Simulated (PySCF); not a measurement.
Species: Si(OH)2H2.
Bonds: Si1–O2, Si1–O4. Hydrogens: H6, H7 on Si1; H3 on O2; H5 on O4.

Computed with PySCF, PBE0-D3(BJ)/def2-SVP geometry optimisation, gas phase.

Question: Give the optimised bond lengths and angles.

Answer: 
```tsv
bond	length (bohr)
Si1–O2, Si1–O4	3.136
Si1–H6	2.795
Si1–H7	2.832
O2–H3, O4–H5	1.815
```

Bonds in one row agree within 0.02 bohr and their mean is given. A selection of angles:
```tsv
angle	degrees
O2–Si1–O4	113.9
O2–Si1–H6	106.4
O2–Si1–H7	108.7
H6–Si1–H7	113.0
Si1–O2–H3	118.0
```

Torsions: H3–O2–Si1–O4 -85° (synclinal); H5–O4–Si1–O2 76° (synclinal).

Si1 (silicon bonded to 2 O and 2 H) is distorted tetrahedral (angles from 105.6° to 113.9°).

Stationary, but not proved a minimum. One conformer, not necessarily the lowest (O4–Si1–O2–H -85°, O2–Si1–O4–H 76°).
